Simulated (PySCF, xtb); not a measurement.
O₂, SMILES O=O (connectivity only; charge and spin as stated), charge -1, multiplicity 2. Atoms are numbered in the order given.

```xyz
2

O      0.0000     0.0000    -0.6761
O      0.0000     0.0000     0.6761
```
Charge -1, spin multiplicity 2.

Coordinates come from a PBE-D3(BJ)/def2-TZVPD optimisation.

Level of theory: C-PCM-B3LYP/def2-TZVPD (PySCF).

The values are the electrostatic part of the solvation free energy, E(continuum) − E(gas) at the gas-phase geometry, in a cavity of scaled van der Waals radii (PySCF's table); cavitation and dispersion terms are not included.

Estimate the values in water (ε = 78.36), ethylethanoate (ε = 5.99), cyclohexanone (ε = 15.62). (Estimate from the structure and the level; the computed values follow.)


```json
[
 {"solvent": "water", "ε": "78.36", "ΔG(elec) (kcal/mol)": "-73.0"},
 {"solvent": "ethylethanoate", "ε": "5.99", "ΔG(elec) (kcal/mol)": "-61.5"},
 {"solvent": "cyclohexanone", "ε": "15.62", "ΔG(elec) (kcal/mol)": "-69.2"}
]
```

For comparison, GFN2-xTB/ALPB(water) (xtb, at the GFN2-xTB geometry, all terms of that model) gives -78.5 kcal/mol.
